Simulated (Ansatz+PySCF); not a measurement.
A calculation with Ansatz (development build ahead of 0.2.0).

```yaml
crystal:
  periodic: [false, false, false]
  atoms:
    - { symbol: O, position_ang: [0.0, 0.0, -2.13889] }
    - { symbol: O, position_ang: [0.0, 0.0, 2.13889] }
    - { symbol: O, position_ang: [30.0, 0.0, -2.13889] }
    - { symbol: O, position_ang: [30.0, 0.0, 2.13889] }
basis:
  gaussian: { orbitals: "6-31G" }
magnetization:
  spin_polarized: true
  initial_magnetization: 4
hamiltonian:
  xc: hf
correlation:
  method: mp2
  frozen_orbitals: { O: 1 }
output:
  forces: true
```

The input is written out in the form of the current development build from the run's settings.

The run gave:

| Property | Result |
| --- | --- |
| Converged | yes |
| Reference energy | -299.12138 hartree |
| Correlation energy | -0.19901 hartree |
| Total energy | -299.32039 hartree |
| Spin squared of the determinant | 8.014 |
| Stability test | minimum |

Forces (eV/Å):
```
atom     Fx     Fy      Fz
  O1  0.000  0.000   0.003
  O2  0.000  0.000  -0.003
  O3  0.000  0.000   0.003
  O4  0.000  0.000  -0.003
```

Caution: bonds are stretched, where a single reference can fail; the unrestricted determinant is a mixture of spin states; the determinant breaks the point group.
